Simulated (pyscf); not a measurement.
**Four-centre exchange: `[CH3][CH2][ZnH]` + `[OH2]` -> `[CH3][CH3]` + `[OH][ZnH]`**

Gas phase, singlet surface, charge 0. Bonds broken: C2–Zn3, O10–H11. Bonds formed: C2–H11, Zn3–O10. PySCF, gas phase, ωB97X-D3(BJ)/def2-SVP geometries.

Transition state (Å):

```xyz
12

C     -1.8889     0.9867    -0.5992
C     -0.4644     1.0553    -0.0292
Zn     0.2205    -1.0326     0.1435
H     -2.0116     0.1466    -1.3057
H     -2.6311     0.8344     0.2032
H     -2.1823     1.9016    -1.1420
H     -0.3324     1.9796     0.5617
H      0.2753     1.1772    -0.8462
H      0.5341    -2.2162    -0.7928
O      0.0482    -0.4796     2.0412
H     -0.2836     0.3742     1.2266
H     -0.6367    -0.8196     2.6306
```

One imaginary mode, 1412i cm⁻¹; descent along it reached the two sides named, in the forms told below.

```json
[
 {"bond": "C2–Zn3", "change": "breaks", "reactant side (Å)": "1.975", "saddle": "2.204", "product side": "3.1"},
 {"bond": "O10–H11", "change": "breaks", "reactant side (Å)": "0.966", "saddle": "1.226", "product side": "2.519"},
 {"bond": "C2–H11", "change": "forms", "reactant side (Å)": "3.1", "saddle": "1.440", "product side": "1.101"},
 {"bond": "Zn3–O10", "change": "forms", "reactant side (Å)": "2.240", "saddle": "1.984", "product side": "1.784"}
]
```

Electronic energies relative to the separated reactants (kJ/mol):

```tsv
level	barrier	reaction energy	reverse barrier
ωB97X-D3(BJ)/def2-TZVP	68.6	-82.7	151.4
PBE/def2-TZVP	61.0	-83.0	143.9
r²SCAN/def2-TZVP	53.3	-89.1	142.4
B3LYP-D3(BJ)/def2-TZVP	71.8	-86.4	158.2
PBE0-D3(BJ)/def2-TZVP	61.8	-79.2	141.0
M06-2X/def2-TZVP	53.3	-88.2	141.6
ωB97M-D3(BJ)/def2-TZVP	71.6	-83.0	154.6
HF/def2-TZVP	117.0	-100.6	217.6
```

With ωB97M-D3(BJ)/def2-TZVP energies and thermal terms (ideal gas, 1 atm, RRHO with modes under 100 cm⁻¹ raised to 100, one conformer, R ln 2 for chiral ones without a mode under 150 cm⁻¹), in kJ/mol:

```
T (K)   ΔH‡    ΔG‡     ΔH     ΔG
-----  ----  -----  -----  -----
298    62.5  105.0  -81.6  -79.6
600    64.1  147.5  -83.3  -76.8
900    67.3  188.6  -84.1  -73.4
1200   71.0  228.4  -84.4  -69.7
```

On the reactant side the descent ends in a complex, 33.4 kJ/mol under the separated species and 102.0 kJ/mol under the saddle at ωB97X-D3(BJ)/def2-TZVP. One saddle was located; it need not be the lowest between these sides. Elements up to Kr have no core potential and no relativistic terms here.
